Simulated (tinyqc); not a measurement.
Inside a calculation. Method: Hueckel theory of the pi electrons, for the molecule c1ccsc1 (SMILES; centres numbered as the heavy atoms are written). One step of it, computed by the program tinyqc.

Task: Energy, charges, bond orders. E = sum n x; q_r = z_r - P_rr; bond order p = P_rs; free valence = sqrt(3) - sum of p over the bonds of the atom.

x values: [1.947411, 1.000000, 0.618034, -0.947411, -1.618034]

occupations: [2.000000, 2.000000, 2.000000, 0.000000, 0.000000]

charge and bond-order matrix P, order 1C, 2C, 3C, 4S, 5C:
```
[[1.099007, 0.546220, -0.101769, -0.230602, 0.792658],
 [0.546220, 1.099007, 0.792658, -0.230602, -0.101769],
 [-0.101769, 0.792658, 1.050885, 0.449078, -0.396329],
 [-0.230602, -0.230602, 0.449078, 1.700217, 0.449078],
 [0.792658, -0.101769, -0.396329, 0.449078, 1.050885]]
```

Centres:
```
centre  z_r, pi electrons of the neutral centre         h
1C                                            1  0.000000
2C                                            1  0.000000
3C                                            1  0.000000
4S                                            2  1.000000
5C                                            1  0.000000
```

Bonds:
```
i  j         k
1  2         1
2  3         1
3  4  0.650000
4  5  0.650000
5  1         1
```

Give: pi energy = 6 alpha + this times beta; pi charges; Bond orders and lengths from R = 1.517 - 0.180 p; free valence of the carbons; gap between the highest filled and the next level.

Result:

pi energy = 6 alpha + this times beta = 7.1309

pi charges: [-0.0990, -0.0990, -0.0509, 0.2998, -0.0509]

Bond orders and lengths from R = 1.517 - 0.180 p (angstrom, C-C alone):
```
bond       p       R
1-2   0.5462  1.4187
2-3   0.7927  1.3743
3-4   0.4491       -
4-5   0.4491       -
5-1   0.7927  1.3743
```

free valence of the carbons: [0.3932, 0.3932, 0.4903, 0.4903]

gap between the highest filled and the next level = 1.5654 |beta|
